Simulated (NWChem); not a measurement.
All runs are NWChem calculations. System: P, charge 0, spin multiplicity 4. Its SCF solution wasn't tested for a lower state. Level: UMP2/def2-TZVPD, 5 core orbitals frozen.

The NWChem input:

```
start mol
memory heap 200 mb stack 900 mb global 1100 mb
geometry units angstroms nocenter noautoz
  P      0.000000     0.000000     0.000000
  symmetry group D2h
end
basis spherical
  * library def2-tzvpd
end
scf
  uhf
  nopen 3
  maxiter 100
  thresh 1e-7
  semidirect memsize 60000000 filesize 0
  # guess.movecs holds the orbitals of an unrestricted PBE0 run
  vectors input guess.movecs output mol.movecs
end
mp2
  freeze core 5
end
task mp2 energy
```

Output (cleaned and shortened):

```
             Northwest Computational Chemistry Package (NWChem) 7.3.0
             --------------------------------------------------------

                                NWChem Input Module
                                -------------------

 Scaling coordinates for geometry "geometry" by  1.889725989
 (inverse scale =  0.529177249)

                             Geometry "geometry" -> ""
                             -------------------------

 Output coordinates in angstroms (scale by  1.889725989 to convert to a.u.)

  No.       Tag          Charge          X              Y              Z
 ---- ---------------- ---------- -------------- -------------- --------------
    1 P                   15.0000     0.00000000     0.00000000     0.00000000

 Effective nuclear repulsion energy (a.u.)       0.0000000000

            Nuclear Dipole moment (a.u.)
            ----------------------------
        X                 Y               Z
 ---------------- ---------------- ----------------
     0.0000000000     0.0000000000     0.0000000000

      Symmetry information
      --------------------

 Group name             D2h
 Group number             26
 Group order               8
 No. of unique centers     1

      Symmetry unique atoms

     1


 Summary of "ao basis" -> "" (spherical)
 ------------------------------------------------------------------------------
       Tag                 Description            Shells   Functions and Types
 ---------------- ------------------------------  ------  ---------------------
 *                         def2-tzvpd                 on all atoms

 Summary of "ao basis" -> "ao basis" (spherical)
 ------------------------------------------------------------------------------
       Tag                 Description            Shells   Functions and Types
 ---------------- ------------------------------  ------  ---------------------
 P                         def2-tzvpd               15       43   6s5p3d1f

                                 NWChem SCF Module
                                 -----------------

  ao basis        = "ao basis"
  functions       =    43
  atoms           =     1
  alpha electrons =     9
  beta  electrons =     6
  charge          =   0.00
  wavefunction    = UHF
  use symmetry    = T
  symmetry adapt  = T

 Summary of "ao basis" -> "ao basis" (spherical)
 ------------------------------------------------------------------------------
       Tag                 Description            Shells   Functions and Types
 ---------------- ------------------------------  ------  ---------------------
 P                         def2-tzvpd               15       43   6s5p3d1f

      Symmetry analysis of basis
      --------------------------

        ag         12
        au          1
        b1g         3
        b1u         7
        b2g         3
        b2u         7
        b3g         3
        b3u         7

 Forming initial guess at       0.0s

   Symmetry analysis of molecular orbitals - initial alpha
   -------------------------------------------------------

  Numbering of irreducible representations:

     1 ag          2 au          3 b1g         4 b1u         5 b2g
     6 b2u         7 b3g         8 b3u

  Orbital symmetries:

     1 ag          2 ag          3 b1u         4 b2u         5 b3u
     6 ag          7 b1u         8 b2u         9 b3u        10 ag
    11 ag         12 b2g        13 b3g        14 ag         15 b1g
    16 b1u        17 b2u        18 b3u        19 ag

   Symmetry analysis of molecular orbitals - initial beta
   ------------------------------------------------------

  Numbering of irreducible representations:

     1 ag          2 au          3 b1g         4 b1u         5 b2g
     6 b2u         7 b3g         8 b3u

  Orbital symmetries:

     1 ag          2 ag          3 b1u         4 b2u         5 b3u
     6 ag          7 b1u         8 b2u         9 b3u        10 ag
    11 ag         12 b3g        13 b2g        14 ag         15 b1g
    16 b1u        17 b3u        18 b2u        19 ag

 Starting SCF solution at       0.1s

 ----------------------------------------------
         Quadratically convergent UHF

 Convergence threshold     :          1.000E-07
 Maximum no. of iterations :          100
 Integral*density screening:          1.000E-09
 ----------------------------------------------

              iter       energy          gnorm     gmax       time
             ----- ------------------- --------- --------- --------
                 1     -340.7063522050  4.66D-01  2.30D-01      0.2
                 2     -340.7099742564  3.01D-02  9.00D-03      0.2
                 3     -340.7100114945  7.92D-04  4.05D-04      0.2
                 4     -340.7100117427  2.65D-07  1.33D-07      0.3
                 5     -340.7100117427  3.27D-09  1.06D-09      0.3

       Final UHF  results
       ------------------

         Total SCF energy =   -340.710011742696
      One electron energy =   -471.495864375212
      Two electron energy =    130.785852632516
 Nuclear repulsion energy =      0.000000000000

                       Sz =      1.5000
                 Sz(Sz+1) =      3.7500
                      S^2 =      3.7506

        Time for solution =      0.3s

       Symmetry analysis of molecular orbitals - alpha
       -----------------------------------------------

  Numbering of irreducible representations:

     1 ag          2 au          3 b1g         4 b1u         5 b2g
     6 b2u         7 b3g         8 b3u

  Orbital symmetries:

     1 ag          2 ag          3 b3u         4 b2u         5 b1u
     6 ag          7 b3u         8 b2u         9 b1u        10 ag
[...]
 Vector   10  Occ=0.000000D+00  E= 9.878085D-02  Symmetry=ag
              MO Center= -1.5D-18, -1.2D-18, -5.5D-18, r^2= 8.0D+00
   Bfn.  Coefficient  Atom+Function         Bfn.  Coefficient  Atom+Function
  ----- ------------  ---------------      ----- ------------  ---------------
     6      2.053755  1 P  s                  5     -1.612182  1 P  s

 Vector   11  Occ=0.000000D+00  E= 1.884077D-01  Symmetry=ag
              MO Center= -1.5D-16,  6.3D-18, -4.3D-17, r^2= 6.3D+00
   Bfn.  Coefficient  Atom+Function         Bfn.  Coefficient  Atom+Function
  ----- ------------  ---------------      ----- ------------  ---------------
    36      0.945024  1 P  d  2              34     -0.187127  1 P  d  0

 Vector   12  Occ=0.000000D+00  E= 1.884077D-01  Symmetry=ag
              MO Center= -2.6D-16, -4.2D-16, -1.1D-15, r^2= 6.3D+00
   Bfn.  Coefficient  Atom+Function         Bfn.  Coefficient  Atom+Function
  ----- ------------  ---------------      ----- ------------  ---------------
    34      0.945024  1 P  d  0              36      0.187127  1 P  d  2

                     UHF Final Beta Molecular Orbital Analysis
                     -----------------------------------------

 Vector    4  Occ=1.000000D+00  E=-5.379448D+00  Symmetry=b1u
              MO Center= -1.1D-28, -1.1D-28, -2.3D-16, r^2= 8.2D-02
   Bfn.  Coefficient  Atom+Function         Bfn.  Coefficient  Atom+Function
  ----- ------------  ---------------      ----- ------------  ---------------
     9      0.715606  1 P  pz                12      0.351320  1 P  pz

 Vector    5  Occ=1.000000D+00  E=-5.379448D+00  Symmetry=b2u
              MO Center= -1.9D-38,  1.4D-21, -1.9D-38, r^2= 8.2D-02
   Bfn.  Coefficient  Atom+Function         Bfn.  Coefficient  Atom+Function
  ----- ------------  ---------------      ----- ------------  ---------------
     8      0.715606  1 P  py                11      0.351320  1 P  py

 Vector    6  Occ=1.000000D+00  E=-5.557675D-01  Symmetry=ag
              MO Center= -4.4D-22, -3.8D-22,  5.6D-19, r^2= 1.2D+00
   Bfn.  Coefficient  Atom+Function         Bfn.  Coefficient  Atom+Function
  ----- ------------  ---------------      ----- ------------  ---------------
     4      0.698613  1 P  s                  5      0.449702  1 P  s
     3     -0.445190  1 P  s

 Vector    7  Occ=0.000000D+00  E= 5.104771D-02  Symmetry=b3u
              MO Center=  7.0D-21, -5.1D-37, -6.7D-37, r^2= 2.8D+00
   Bfn.  Coefficient  Atom+Function         Bfn.  Coefficient  Atom+Function
  ----- ------------  ---------------      ----- ------------  ---------------
    19      0.738316  1 P  px                16      0.220007  1 P  px
    13      0.196076  1 P  px

 Vector    8  Occ=0.000000D+00  E= 5.104771D-02  Symmetry=b2u
              MO Center= -4.2D-41,  1.3D-24, -5.5D-41, r^2= 2.8D+00
   Bfn.  Coefficient  Atom+Function         Bfn.  Coefficient  Atom+Function
  ----- ------------  ---------------      ----- ------------  ---------------
    20      0.738316  1 P  py                17      0.220007  1 P  py
    14      0.196076  1 P  py

 Vector    9  Occ=0.000000D+00  E= 5.104771D-02  Symmetry=b1u
              MO Center=  1.0D-27,  1.0D-27,  1.7D-16, r^2= 2.8D+00
   Bfn.  Coefficient  Atom+Function         Bfn.  Coefficient  Atom+Function
  ----- ------------  ---------------      ----- ------------  ---------------
    21      0.738316  1 P  pz                18      0.220007  1 P  pz
    15      0.196076  1 P  pz

 center of mass
 --------------
 x =   0.00000000 y =   0.00000000 z =   0.00000000

 moments of inertia (a.u.)
 ------------------
           0.000000000000           0.000000000000           0.000000000000
           0.000000000000           0.000000000000           0.000000000000
           0.000000000000           0.000000000000           0.000000000000

  Mulliken analysis of the total density
  --------------------------------------

    Atom       Charge   Shell Charges
 -----------   ------   -------------------------------------------------------
    1 P   15    15.00   2.01  0.54  1.43  1.15  0.85  0.02  4.16  1.70  0.60  1.60  0.93  0.00  0.00  0.00  0.00

  Mulliken analysis of the alpha density
  --------------------------------------

    Atom       Charge   Shell Charges
 -----------   ------   -------------------------------------------------------
    1 P   15     9.00   1.00  0.27  0.71  0.58  0.44 -0.01  2.12  0.82  0.52  1.60  0.93  0.00  0.00  0.00  0.00

   Mulliken analysis of the beta density
   -------------------------------------

    Atom       Charge   Shell Charges
 -----------   ------   -------------------------------------------------------
    1 P   15     6.00   1.00  0.27  0.72  0.58  0.41  0.03  2.04  0.88  0.08 -0.00  0.00  0.00 -0.00  0.00  0.00

   Mulliken analysis of the spin density
   -------------------------------------

    Atom       Charge   Shell Charges
 -----------   ------   -------------------------------------------------------
    1 P   15     3.00   0.00  0.00 -0.00  0.00  0.03 -0.04  0.08 -0.06  0.44  1.61  0.93 -0.00  0.00 -0.00 -0.00

       Multipole analysis of the density wrt the origin
       ------------------------------------------------

     L   x y z        total         alpha         beta         nuclear
     -   - - -        -----         -----         ----         -------
     0   0 0 0     -0.000000     -9.000000     -6.000000     15.000000

     1   1 0 0      0.000000      0.000000      0.000000      0.000000
     1   0 1 0      0.000000      0.000000      0.000000      0.000000
     1   0 0 1      0.000000      0.000000      0.000000      0.000000

     2   2 0 0    -10.071706     -8.189194     -1.882513      0.000000
     2   1 1 0     -0.000000     -0.000000      0.000000      0.000000
     2   1 0 1     -0.000000     -0.000000      0.000000      0.000000
     2   0 2 0    -10.071706     -8.189194     -1.882513      0.000000
     2   0 1 1     -0.000000     -0.000000      0.000000      0.000000
     2   0 0 2    -10.071706     -8.189194     -1.882513      0.000000

                   NWChem MP2 Semi-direct Energy/Gradient Module
                   ---------------------------------------------

  Basis functions       =     43
  Molecular orbitals    =     43
  Frozen core           =      5
  Frozen virtuals       =      0
  Active alpha occupied =      4
  Active beta occupied  =      1
  Active alpha virtual  =     34
  Active beta virtual   =     37
  Use MO symmetry       = T
  Use skeleton AO sym   = T

  AO/Fock/Back tols     =   1.0D-09  1.0D-09  1.0D-09

 GA uses MA = F    GA memory limited = T

 Available:
  local mem=  1.26D+08
 global mem=  1.44D+08
 local disk=  0.00D+00
  mp2_memr nvloc                    34
  nvloc new                    34
   1 passes of   4:        3145728                      10569                    440654.
   1 passes of   4: M    126153408           G      144175502           F     123007680.

 Semi-direct pass number   1 of   1  for UHF alpha       at        0.4s
  vrange nnbf                   946
  mp2_eaftype                    10  avail_ma_in_mb                  1099
 EAF : mp2_eaftype filesize          10     220327.
  mp2_eaf for mointskh                     10
Node 0 wrote      1.0 Mb in      0.0 s     Agg I/O rate:  1381.1 Mb/s
 Done moints_semi at        0.7s
  mp2_eaftype                    10  avail_ma_in_mb                  1089
 EAF : mp2_eaftype filesize          10     220327.
  mp2_eaf for kh                    10
 Done maket at        0.8s
 Done multipass loop at        0.8s

 GA uses MA = F    GA memory limited = T

 Available:
  local mem=  1.26D+08
 global mem=  1.44D+08
 local disk=  0.00D+00
  mp2_memr nvloc                    37
  nvloc new                    37
   1 passes of   1:        3145728                       5621                    122230.
   1 passes of   1: M    126153408           G      144175502           F     123007680.

 Semi-direct pass number   1 of   1  for UHF beta        at        0.8s
  vrange nnbf                   946
  mp2_eaftype                    10  avail_ma_in_mb                  1099
 EAF : mp2_eaftype filesize          10      61115.
  mp2_eaf for mointskh                     10
Node 0 wrote      0.3 Mb in      0.0 s     Agg I/O rate:  1253.4 Mb/s
 Done moints_semi at        1.1s
  mp2_eaftype                    10  avail_ma_in_mb                  1089
 EAF : mp2_eaftype filesize          10      61115.
  mp2_eaf for kh                    10
 Done maket at        1.1s
 Done multipass loop at        1.1s

          -------------------------------------------
          SCF energy                -340.710011742696
          Correlation energy          -0.081813980028
          Singlet pairs                0.000000000000
          Triplet pairs                0.000000000000
          Total MP2 energy          -340.791825722724
          -------------------------------------------

          ---------------------------------------------------
                    Spin Component Scaled (SCS) MP2
          Same spin pairs                     -0.022400070602
          Same spin scaling factor             0.333333333333
          Opposite spin pairs                 -0.059413909427
          Opposite spin scaling fact.          1.200000000000
          SCS-MP2 correlation energy          -0.078763381512
          Total SCS-MP2 energy              -340.788775124209
          ---------------------------------------------------

 -----------------------
 Performance information
 -----------------------

 Timer overhead =  1.36D-07 seconds/call

               Nr. of calls         CPU time (s)                 Wall time (s)                GFlops
             ---------------    -------------------     ------------------------------   -------------------
Name         Min   Avg   Max    Min     Avg     Max     Min     Avg     Max   Mx/calls   Min     Max     Sum
mp2: moin     2     2     2   0.70    0.70    0.70     0.70    0.70    0.70    0.35      0.0     0.0     0.0
mp2: make     2     2     2   9.98E-3 9.98E-3 9.98E-3  9.98E-3 9.98E-3 9.98E-3 4.99E-3   0.0     0.0     0.0
mp2: tota     1     1     1   0.79    0.79    0.79     0.79    0.79    0.79    0.79      0.0     0.0     0.0

 The average no. of pstat calls per process was 5.00D+00
 with a timing overhead of 6.79D-07s

 Task  times  cpu:        1.1s     wall:        1.1s

 Total times  cpu:        1.1s     wall:        1.1s
```
